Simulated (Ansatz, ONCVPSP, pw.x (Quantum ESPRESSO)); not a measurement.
**Equation-of-state test of one ONCV potential (W)**

* Element: W
* Generator: ONCVPSP 4.0.1.1 (patched build)
* Type: optimised norm-conserving Vanderbilt (ONCV)
* Functional: PBE
* Relativity: scalar-relativistic
* Frozen core: [Kr] 4d10 4f14
* Valence charge: 14
* Reference configuration: 5s2 5p6 5d4 6s1.75 6p0.25
* Partial waves: 5s+6s: rc 1.55 bohr, ncon 4, nbas 9, qcut 8.4 1/bohr, 2 projectors; 5p+6p: rc 1.75 bohr, ncon 3, nbas 6, qcut 8.9 1/bohr, 2 projectors; 5d: rc 2.75 bohr, ncon 3, nbas 8, qcut 5 1/bohr, 2 projectors, debl 3.6 Ha; f scattering state at 0.29 Ha: rc 2.95 bohr, ncon 5, nbas 9, qcut 3.8 1/bohr, 2 projectors, debl 3.6 Ha
* Local potential: polynomial inside 1.00 bohr (lpopt 4, dvloc0 4 Ha)
* Core correction: none

Crystal test: bcc W in pw.x 7.5, no spin, 14³ k-points, Fermi–Dirac smearing 0.01 Ry, cutoffs 70/280 Ry. The reference is all-electron LAPW (Ansatz 0.2.0) with the same functional, mesh and smearing; V0 and B0 come from Birch–Murnaghan fits to the pressures at five volumes. Errors are pseudo minus all-electron; Δ is the rms difference of the E(V) curves that follow from these fits, minima aligned, over ±6 % about the mean V0. Mesh and smearing are coarse, so the numbers serve the comparison and aren't converged zero-temperature values; the lattice is a test structure that the element need not adopt.

All-electron: a0 = 3.184 Å (V0 = 16.15 Å³/atom), B0 = 300.6 GPa.

Question: How far does the potential miss the all-electron equation of state?

Answer: mean pressure error (GPa): +0.59; a0 (Å): 3.187; a0 error (%): +0.07; B0 error (%): -1.5; Δ (meV/atom): 2.1. The largest radius (2.95 bohr) exceeds half the bond length (2.60 bohr), so the spheres overlap, which is one possible source of error among others.

```tsv
V (Å³/atom)	P all-electron (GPa)	P pseudo (GPa)
15.323	17.51	17.96
15.727	8.35	8.91
16.130	0.30	0.92
16.533	-6.79	-6.13
16.936	-13.02	-12.34
```

Question: At the middle volume, how do free energy and pressure move when the wave cutoff is lowered (ecutrho kept at four times it)?

Answer:

```csv
cutoff (Ry),shift of F (meV/atom),shift of P (GPa)
32,+3385.5,-95.33
42,+721.4,-34.93
56,+38.0,-3.45
```

The run at the middle volume (104 k-points, 8 iterations) took about 14 s on one core of a shared host (Intel(R) Xeon(R) 6975P-C, 192 threads, 756 GiB, load 73).
